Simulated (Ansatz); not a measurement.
## CH5B (charge -1), SMILES [BH2-]C: a relaxed scan of one distance, step by step

Program: Ansatz's Python interface.

At the Python prompt:
```pycon
>>> import ansatz as az
>>> import numpy as np
>>> GEOMETRY = '''
... B     0.89920    0.06700    0.35670
... C    -0.64360   -0.14390    0.00340
... H     1.57510   -0.56450   -0.39470
... H     1.17920    1.22190    0.26780
... H    -1.26880    0.44180    0.70860
... H    -0.90060   -1.21960    0.09250
... H    -0.84030    0.19730   -1.03420
... '''
>>> system = az.Crystal.molecule()
>>> for line in GEOMETRY.strip().splitlines():
...     symbol, *xyz = line.split()
...     system = system.atom(symbol, [float(v) for v in xyz])
...
>>> calculation = system.calculation()
>>> calculation = calculation.basis(gaussian='def2-SVP').functional('hf')
>>> calculation = calculation.charge(-1).spin('collinear', total=1)
>>> symbols = [site.symbol for site in system.cartesian_sites]
>>> pairs = [(0, 1), (0, 2), (0, 3), (1, 4), (1, 5), (1, 6)]
>>> print('held (A)   E (eV)        ', '  '.join(f'{symbols[i]}{i}-{symbols[j]}{j}' for i, j in pairs))
held (A)   E (eV)         B0-C1  B0-H2  B0-H3  C1-H4  C1-H5  C1-H6
>>> for length in [1.1, 1.19, 1.29, 1.43, 1.61]:
...     summary = calculation.relax(constraints=[az.DistanceConstraint((0, 3), at=length)], force_tolerance=0.02, max_steps=60).run().report
...     xyz = np.array(summary['positions_ang'])
...     print(f'{length:6.2f} {summary["free_energy_ev"]:14.5f}  ', '  '.join(f'{np.linalg.norm(xyz[i] - xyz[j]):.3f}' for i, j in pairs))
...
DeckWarning: relax.constraints: the input's atoms, or those drawn, lie off the distances that are held; a relaxation that starts there is brought onto them ahead of its first SCF, by positions alone, an atom by 4.58e-2 Å at the most. With the symmetry [...]
  1.10    -1777.77497   1.647  1.244  1.100  1.101  1.100  1.107
  1.19    -1777.99183   1.644  1.244  1.190  1.101  1.101  1.107
  1.29    -1777.99871   1.642  1.240  1.290  1.100  1.100  1.106
  1.43    -1777.77921   1.636  1.236  1.430  1.099  1.101  1.105
  1.61    -1777.33624   1.629  1.231  1.610  1.098  1.101  1.103
```

Total energies depend on the basis set; only differences at equal settings carry meaning. Warnings are shown shortened and without file and line. The energies are electronic: no zero-point or thermal terms, and the basis set is short of its limit. The species is open-shell (spin multiplicity 2). For an odd-electron ion, approximate functionals spread the charge over both fragments and lower the stretched end too much. Anions want diffuse functions, which this basis lacks. Run time: 12 s on 1 thread of Arm Neoverse V2, with other jobs on the host, peak memory 0.17 GiB.
